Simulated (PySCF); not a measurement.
**C: ionisation energy**

C [He] 2s2 2p2 (3P) → C⁺ [He] 2s2 2p1 (2P), as a difference of total energies. All numbers are calculated (PySCF 2.14, the spin-free X2C one-electron Hamiltonian (Gaussian nucleus), in Sapporo-DZP-2012 (4s3p1d, 18 functions)). Correlated levels: valence: 1s2 frozen. The calculations carry no spin-orbit coupling.

Order these methods by the ionisation energy they give, lowest first.
A. MP2 (valence)
B. UHF
C. CCSD (valence)
D. MN15

B (10.784 eV), C (11.017 eV), A (11.122 eV), D (11.281 eV).

Errors of the correlated levels include the incompleteness of this basis and the frozen core.

For comparison: 11.262 eV (measured; NIST levels, between the centres of gravity of the two terms).
